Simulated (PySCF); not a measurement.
**Question.** What does the PBE0-D3(BJ)/def2-TZVP structure of 1,2,4-pentatriene, `C=C=CC=C` look like in three dimensions?

**Answer.** 
```xyz
11
C5H6 angstrom
C      1.9624    1.4227    0.7457
C      0.9304    0.6448    0.6265
C     -0.1102   -0.1393    0.5017
C     -0.6969   -0.5150   -0.7730
C     -1.7560   -1.3131   -0.8933
H      2.9723    1.0232    0.7576
H      1.8500    2.4989    0.8390
H     -0.5698   -0.5385    1.4042
H     -0.2223   -0.1055   -1.6601
H     -2.2488   -1.7355   -0.0237
H     -2.1619   -1.5681   -1.8640
```

Orientation and origin are arbitrary. Atoms count from 1 in this order. Of the pairs four or more bonds apart, H8···H10 is among the closest relative to their van der Waals radii: 2.51 Å, 105 % of the sum of Bondi's values. The 5 heavy atoms lie in one plane (0.000 Å rms). The 4 C–C bonds span 1.298 Å (C1=C2, drawn double) to 1.453 Å (C3–C4, drawn single), a spread of 0.155 Å.

Bonds between heavy atoms (Å): C1=C2 1.298, C2=C3 1.309, C3–C4 1.453, C4=C5 1.332.

Computed with PBE0-D3(BJ)/def2-TZVP geometry optimisation, gas phase in PySCF 2.14.0.

Point group: Cs (every atom within 0.08 Å of its image). No PBE0-D3(BJ)/def2-TZVP frequencies stand behind this structure, so it isn't proved a minimum. One conformer, not necessarily the lowest (C2–C3–C4–C5 180°).

On one thread of an Arm Neoverse V2, shared host with 96 logical CPUs at a one-minute load of 29, this took 22 s and 0.79 GiB of memory at its peak. That covers the optimisation of the geometry.
